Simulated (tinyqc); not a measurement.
Orbital energy against energy difference: ionisation energy by orbital energies and by energy differences in the 6-31g* basis, for H2O, spin multiplicity 1. Computed by the program tinyqc with PySCF. The cation is unrestricted; errors are against CCSD(T) in this basis, not against experiment.

Geometry (angstrom):
```
atom       x        y       z
O     0.0000   0.0000  0.0000
H     0.0000   0.6940  0.6170
H     0.0000  -0.6940  0.6170
```

CCSD(T) difference in the same basis = 12.1932 eV

IP-EOM-CCSD = 12.0177 eV

First vertical ionisation energy (eV):
```
method     -e(HOMO)  E(cation) - E  error of -e(HOMO)  error of the difference
HF           13.677       11.04545              1.484                   -1.148
LDA           6.400       12.88383             -5.793                    0.691
PBE           6.309       12.53940             -5.884                    0.346
B3LYP         8.043       12.58685             -4.150                    0.394
PBE0          8.412       12.46843             -3.781                    0.275
CAM-B3LYP     9.937       12.58085             -2.256                    0.388
LC-wPBE      11.394       12.62289             -0.799                    0.430
```

What does the comparison show, and why?

Koopmans errs by +1.48 eV and Delta-HF by -1.15 eV: relaxation, 2.63 eV, lowers the value and the missing correlation difference works against it. The PBE level is off by -5.9 eV through the wrong tail of its potential, though its energy difference is off by +0.35 eV; exact exchange deepens the level, and among the orbital energies LC-wPBE comes closest; among the differences PBE0 does.
